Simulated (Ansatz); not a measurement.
```yaml
crystal:
  periodic: [false, false, false]
  atoms:
    - {symbol: Ti, position_ang: [-0.710944, -0.031748, 0.010932]}
    - {symbol: Si, position_ang: [1.334564, 0.059597, -0.020522]}
    - {symbol: H, position_ang: [-1.748730, 0.608245, -0.376268]}
    - {symbol: H, position_ang: [-1.675197, -0.761145, 0.428919]}
basis:
  gaussian: {orbitals: def2-TZVP}
magnetization: {spin_polarized: true, initial_magnetization: 4}
hamiltonian: {xc: pbe0}
relax: {f_tol: 0.004, max_steps: 80}
```

```sh
$ ansatz run in.yaml --threads 1 --pin off --events-out ev --progress --plain --max-ram 2176MiB
```

Steps of the relaxation (energy above the last step; positions in Å, forces in eV/Å):

```
4
step 1, 5493.0 meV
Ti   -0.711   -0.032    0.011    8.895    0.397   -0.137
Si    1.335    0.060   -0.021    6.864    0.307   -0.106
H    -1.749    0.608   -0.376   -8.196    5.534   -3.339
H    -1.675   -0.761    0.429   -7.564   -6.237    3.582
```

```
4
step 2, 2270.8 meV
Ti   -0.706   -0.032    0.011    4.515    0.202   -0.069
Si    1.529    0.068   -0.024    3.317    0.148   -0.051
H    -1.853    0.692   -0.426   -4.095    3.147   -1.893
H    -1.770   -0.853    0.482   -3.738   -3.497    2.013
```

```
4
step 3, 630.4 meV
Ti   -0.696   -0.031    0.011    0.319    0.014   -0.005
Si    1.680    0.075   -0.026    1.380    0.062   -0.021
H    -1.942    0.840   -0.515   -0.917    1.216   -0.724
H    -1.843   -1.009    0.573   -0.782   -1.292    0.750
```

```
4
step 8, 0.0 meV
Ti   -0.904   -0.040    0.014   -0.001    0.000    0.000
Si    1.586    0.071   -0.024   -0.002    0.000    0.000
H    -1.812    1.238   -0.747    0.001    0.000    0.000
H    -1.670   -1.393    0.800    0.001    0.000    0.000
```

Close pairs at the end: Ti1–H3 1.742 Å, Ti1–H4 1.742 Å, Ti1–Si2 2.493 Å.

A stationary point of unrestricted PBE0 after 8 steps, with ⟨S²⟩ = 6.023 against 6.00 for a pure state; no frequencies were run, so it isn't proven a minimum. 2.3 min on 1 thread of Intel Xeon Platinum 8259CL, shared host.
